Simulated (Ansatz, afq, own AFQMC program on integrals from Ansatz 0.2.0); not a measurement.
**CH$_{5}$N, singlet: energetics from AFQMC and coupled cluster**

```xyz
7

C    -0.4663   -0.1354   -0.2785
N     0.8042    0.3952    0.1655
H    -0.9914   -0.8112    0.4296
H    -0.3295   -0.6948   -1.2179
H    -1.1570    0.6919   -0.5080
H     1.4513   -0.3615    0.3768
H     0.6887    0.9158    1.0325
```

Geometry: a PBE0/def2-SVP stationary point, not shown to be a minimum. Basis def2-TZVP. Only valence electrons are correlated. AFQMC by an in-house program on the Cholesky factors that Ansatz 0.2.0 writes for its CCSD(T) run. The CISD trial takes its coefficients from CCSD amplitudes. Released means that phaseless walkers are propagated on without the constraint, phases kept. Error bars are statistical, one sigma.

Best estimates are CCSD(T) at the basis-set limit (def2-TZVPP/QZVPP) plus the step from CCSD(T) to the highest rung at hand in def2-TZVP, named in the table (released AFQMC can keep some 10 meV of bias). Fragments are relaxed and keep their bonds. No zero-point, core-correlation or spin–orbit terms. Other levels are in def2-TZVP; a dash marks a level that is missing or breaks spin symmetry for a member.

Cautions: CH₅N (singlet): the released energies are still falling, so no released level is given (meV from the phaseless value at times in 1/Eh: -6 ± 6 at 0.24, -5 ± 3 at 0.51, 1 ± 5 at 0.99, -11 ± 7 at 1.62, -22 ± 10 at 2.40), though the last usable value meets CCSDT(Q) within the noise.

| process | PBE0 (eV) |
| --- | --- |
| C1–H5 → CH4N (doublet) + H (doublet) | 4.13 |
| to free atoms | 25.11 |

Q: From these values, estimate the best estimates.

A: 
```
                             process  best estimate (eV)  highest rung
C1–H5 → CH4N (doublet) + H (doublet)                4.34      CCSDT(Q)
                       to free atoms               25.20      CCSDT(Q)
```

Errors against the best estimates in eV, in the same order:

| level | error, 1 | error, 2 |
| --- | --- | --- |
| MP2 | -0.16 | -1.05 |
| CCSD(T) | -0.12 | -1.06 |
| ph-AFQMC/CISD | -0.13 ± 0.008 | -1.06 ± 0.006 |
| CCSD(T)/CBS | 0.00 | 0.00 |
| PBE | -0.25 | 0.32 |
| r2SCAN | -0.26 | -0.21 |
| PBE0 | -0.21 | -0.10 |
| B3LYP | -0.16 | 0.01 |
| wB97M-V | -0.06 | 0.02 |
| B2PLYP | -0.15 | -0.35 |

Cost at the first geometry (cards were shared with other jobs): PBE0/def2-TZVP, 1.2 s on 1 thread of AMD EPYC 7R13 Processor (Zen 3), with other jobs on the host; RCCSD(T)/def2-TZVP, 3.1 s on 1 × NVIDIA H100 80GB HBM3 with 1 thread of AMD EPYC 7R13 Processor (Zen 3) (shared host); CCSDT(Q), 14 s on 1 × NVIDIA H100 80GB HBM3 with 1 thread of AMD EPYC 7R13 Processor (Zen 3), with other jobs on the host; ph-AFQMC/CISD with release, 3.5 min on 1 × NVIDIA H100 80GB HBM3 with 2 threads of AMD EPYC 7R13 Processor (Zen 3), with other jobs on the host.

Best estimates are given only where the step beyond CCSD(T) is under 0.3 eV and no member's determinant is very poor (T1 over 0.05, or 0.07 for open shells, ⟨S²⟩ too high by 0.3, two states mixed), so the hardest cases are missing from such tables.

The functionals ran in a triple-zeta set and keep a basis error of their own, a few kJ/mol for each bond in atomization energies and more for double hybrids, so close places among them and the extrapolated levels can swap.

CCSDT and higher add their correlation energy to the determinant of the CCSD(T) run, since their own runs factorise the integrals more tightly (a shift of under 2 meV). Each member of a difference takes its own highest rung, so a best estimate needn't equal the limit plus the step of one row.
